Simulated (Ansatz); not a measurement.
# BPHO (doublet): from Hartree-Fock to the top rungs, cc-pVDZ

The task here is to estimate one member of a computed series from the others.

Method: cc-pVDZ, core rule «outside noble gas», up to 7 orbitals frozen; program: Ansatz 0.2.0, Gaussian basis.

To be run: UHF; CCSD(T) on ROHF; CCSD(T) on UHF; BCCD(T) on ROHF; CISD; CCSDT(Q) on ROHF; CCSDT(Q) on UHF.

25 further runs of the same task are left out: 9 that didn't finish, 16 set aside as unsound or not needed.

### The geometry

The geometry is a PBE0/def2-TZVP stationary point (not a proven minimum).

4 atoms, charge 0, spin multiplicity 2.

Atoms are counted from 1 here; the program's logs count them from 0.

Bond lengths: O1–B2 1.313 Å, O1–H4 0.963 Å, B2–P3 1.737 Å. Angles: B2–O1–H4 117.1°, O1–B2–P3 177.9°.

The first run:

File in.yaml:

```yaml
crystal:
  periodic: [false, false, false]
  atoms:
    - {symbol: O, position_ang: [0.000010, -0.253523, 0.967945]}
    - {symbol: B, position_ang: [-0.000021, -0.179739, -0.342663]}
    - {symbol: P, position_ang: [0.000006, -0.144524, -2.078829]}
    - {symbol: H, position_ang: [0.000006, 0.577785, 1.453547]}
basis:
  gaussian: {orbitals: cc-pVDZ}
magnetization: {spin_polarized: true, initial_magnetization: 1}
hamiltonian: {xc: hf}
output: {orbitals: {seedname: orbitals}}
```

On the command line:

```console
ansatz run in.yaml --threads 1 --pin off --events-out ev --progress --plain --max-ram 2393MiB
```

Among the steps run: UHF; CCSD(T) on ROHF; CCSD(T) on UHF; BCCD(T) on ROHF; CISD; CCSDT(Q) on ROHF; CCSDT(Q) on UHF.

One table of the session follows, with a row left open; its other results are not shown here.

| method | from UCCSDT(Q) (kJ/mol) |
| --- | --- |
| ROHF | +1032.9 |
| UHF | ? |
| RMP2 | +106.0 |
| UMP2 | +107.8 |
| CISD | +143.9 |
| RCCSD | +40.3 |
| UCCSD | +39.9 |
| RCCSD(T) | +6.3 |
| UCCSD(T) | +6.3 |
| BCCD(T) | +6.1 |
| RCCSDT | +3.2 |
| UCCSDT | +3.1 |
| RCCSDT(Q) | +0.3 |
| UCCSDT(Q) | 0 |

Q: Estimate the row for UHF from the others.

**Answer.** from UCCSDT(Q) (kJ/mol): +1024.0. In the column «from UCCSDT(Q) (kJ/mol)» it lies between CISD (+143.9) and ROHF (+1032.9).

With the free atoms at the same levels and basis (separate runs), the atomisation energy is 12.816 eV at UCCSDT(Q), 12.778 eV at RCCSD(T), 12.775 eV at UCCSD(T), 9.416 eV at ROHF.

Caveats from the session: Restricted and unrestricted rows rest on different reference determinants; where their highest levels disagree by more than a few hundredths of an eV, they describe different states and don't form one ladder.
